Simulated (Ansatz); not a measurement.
Born–Oppenheimer molecular dynamics of CH6AlCl (9 atoms, charge 0, multiplicity 1). It starts at the highest image of a converged band, a first-order saddle point between two minima.

All numbers below come from Ansatz, RKS PBE-D4/def2-SVP.

- ensemble: NVE (velocity Verlet)
- time step: 0.5 fs
- steps asked: 200
- starting velocities drawn for: 300 K
- seed: 7749

First frame:

```xyz
9
Properties=species:S:1:pos:R:3
Al -0.075 -0.319 0.094
C -0.009 -0.081 2.205
H -1.009 -0.012 2.677
H 0.690 -0.594 2.898
H 0.397 0.952 2.101
Cl 1.819 0.110 -0.765
H -1.453 0.162 -0.509
H -0.146 -2.011 0.545
H -0.061 -1.350 1.405
```

Question: How far do the bonds stretch over the last three quarters of this one trajectory? (Pairs bonded in most of those frames.)

Answer: 
| bond | mean (Å) | spread (Å) | shortest | longest |
| --- | --- | --- | --- | --- |
| Al1–Cl6 | 2.138 | 0.033 | 2.08 | 2.18 |
| Al1–H7 | 1.602 | 0.062 | 1.51 | 1.69 |
| Al1–H8 | 1.601 | 0.025 | 1.56 | 1.64 |
| C2–H3 | 1.109 | 0.027 | 1.05 | 1.17 |
| C2–H4 | 1.111 | 0.037 | 1.04 | 1.18 |
| C2–H5 | 1.115 | 0.045 | 1.04 | 1.18 |
| C2–H9 | 1.127 | 0.077 | 1.00 | 1.26 |

Mean temperature of the second half: 1225 K. The conserved energy stayed within 0.37 meV per atom of its start (net change -0.046 meV per atom), so the integration is sound. The kinetic energy rose, since the run started high on the potential surface and went downhill. It ends in pieces (AlClH2 + CH4), so much of that is their flight and rotation, not heat. A run of 0.1 ps of so small a system gives no equilibrium averages. The orbitals stay closed-shell, which can raise the energy where a bond breaks towards radicals; this wasn't checked here.

Run time: 7.1 min on 1 thread of Arm Neoverse V1, on a shared host, peak memory 0.16 GiB.
